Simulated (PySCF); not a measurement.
## Solvent effects on NMR parameters

Geometry (Å), atoms numbered from 1 in this order:
```xyz
4

C    -0.814   -0.040   -0.060
C     0.385    0.027   -0.312
Al    2.316    0.120   -0.706
H    -1.866   -0.098    0.161
```

GIAO PBE0/pcSseg-1 in PySCF 2.14.0 with density-fitted response routines on one PBE0-D3(BJ)/def2-SVP conformer, non-relativistic, equivalent nuclei averaged. Solvents enter as an IEF-PCM continuum (cyclohexane with ε = 2.0, dimethylsulfoxide with ε = 46.8) around the gas-phase geometry. Shifts are referred to TMS, AlH4- computed in the same medium.

Gas phase, δ in ppm: C2 117.1, C1 74.2, Al3 153.0, H4 1.20. Dipole moment 0.96 D.

Q: How does each δ change in the continuum?

A: 
| atoms | environment | Δδ, cyclohexane | Δδ, dimethylsulfoxide |
| --- | --- | --- | --- |
| C2 | alkyne carbon | -1.3 | -2.9 |
| C1 | terminal alkyne carbon | +1.7 | +4.6 |
| Al3 | aluminium bonded to C | -12.8 | -27.9 |
| H4 | hydrogen on a terminal alkyne carbon | +0.16 | +0.42 |

Changes are relative to the gas phase. The dipole moment becomes 0.98 D in cyclohexane, 1.09 D in dimethylsulfoxide.

Q: Which nuclei move most (in ppm), and what does the model miss?

A: Al3 (aluminium bonded to C, -27.9 ppm) in dimethylsulfoxide. A continuum only polarises the solute; specific hydrogen bonds, the anisotropy of aromatic solvents and changes of geometry or conformer are outside it.
